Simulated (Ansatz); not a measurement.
# Volume per atom of some hcp solids

Method: PBEsol-D3(BJ) (Ansatz, a program for electronic structure, plane waves, PAW). References are measured values corrected to a static lattice.

Values in Å³/atom.

```csv
solid,reference,PBEsol-D3(BJ),error (%)
hcp Zr,23.18¶,21.48,-7.3
hcp Co,10.96¶,10.11,-7.8
hcp Ti,17.50¶,15.89,-9.2
hcp Y,32.95¶,29.75,-9.7
hcp Re,14.62¶,14.27,-2.4
hcp Cd,21.01¶,19.79,-5.8
hcp Sc,24.77¶,22.46,-9.3
hcp Mg,22.65¶,?,?
hcp Os,13.85¶,13.64,-1.5
hcp Ru,13.45¶,13.04,-3.0
hcp Hf,22.30¶,20.86,-6.5
hcp Zn,14.86¶,13.30,-10.5
hcp Tl,27.99¶,26.98,-3.6
```

Problem. Estimate the withheld PBEsol-D3(BJ) value.

Solution. The errors of the other rows run from -10.5 % to -1.5 %, with a median of -6.9 %; carried to the reference 22.65 it gives 21.09 Å³/atom. The run gives 21.34 Å³/atom (-5.8 %), +1.2 % from the estimate; the row was drawn at random, and such an estimate is rough. Over these 13 solids the mean error is -6.3 %, the mean absolute error 6.3 % (median 6.5 %), and the worst case hcp Zn at -10.5 %; the value is below the reference in 13 of 13 cases.

All these references are brought to a static lattice.

Spin–orbit coupling is left out, also for the solids with elements from indium on (hcp Re, hcp Os, hcp Hf, hcp Tl); its size isn't shown.

¶ marks references of a special kind: hcp Zr, 23.18 Å³/atom (measured, copied from a table, unchecked, extrapolated to 0 K and zero-point effects removed; as tabulated in Lejaeghere et al. (2013), arXiv:1204.2733); hcp Co, 10.96 Å³/atom (measured, copied from a table, unchecked, extrapolated to 0 K and zero-point effects removed; as tabulated in Lejaeghere et al. (2013), arXiv:1204.2733); hcp Ti, 17.50 Å³/atom (measured, copied from a table, unchecked, extrapolated to 0 K and zero-point effects removed; as tabulated in Lejaeghere et al. (2013), arXiv:1204.2733); hcp Y, 32.95 Å³/atom (measured, copied from a table, unchecked, extrapolated to 0 K and zero-point effects removed; as tabulated in Lejaeghere et al. (2013), arXiv:1204.2733); hcp Re, 14.62 Å³/atom (measured, copied from a table, unchecked, extrapolated to 0 K and zero-point effects removed; as tabulated in Lejaeghere et al. (2013), arXiv:1204.2733); hcp Cd, 21.01 Å³/atom (measured, copied from a table, unchecked, extrapolated to 0 K and zero-point effects removed; as tabulated in Lejaeghere et al. (2013), arXiv:1204.2733); hcp Sc, 24.77 Å³/atom (measured, copied from a table, unchecked, extrapolated to 0 K and zero-point effects removed; as tabulated in Lejaeghere et al. (2013), arXiv:1204.2733); hcp Mg, 22.65 Å³/atom (measured, copied from a table, unchecked, extrapolated to 0 K and zero-point effects removed; as tabulated in Lejaeghere et al. (2013), arXiv:1204.2733); hcp Os, 13.85 Å³/atom (measured, copied from a table, unchecked, extrapolated to 0 K and zero-point effects removed; as tabulated in Lejaeghere et al. (2013), arXiv:1204.2733); hcp Ru, 13.45 Å³/atom (measured, copied from a table, unchecked, extrapolated to 0 K and zero-point effects removed; as tabulated in Lejaeghere et al. (2013), arXiv:1204.2733); and 3 more.

Differences are worked out from the printed values.

Ansatz's density-functional and Hartree–Fock values are scalar-relativistic unless marked +SOC, with PAW data made under PBE.

Ansatz's runs of these crystals have no spin polarisation, but for hcp Co.

Density-functional runs with spin start from parallel moments for hcp Co.

Not in this set, of the hcp solids with a reference value in our tables and a result at some level: 1 for a reference at room or unstated temperature. These can be a level's best or worst cases. Solids without a released value at any level aren't counted. Cubic solids are told by their lattice constant and aren't counted here. Layered and molecular crystals are counted apart. The metals Ce to Yb are counted apart.

References as tabulated in Lejaeghere et al. (2013), arXiv:1204.2733.
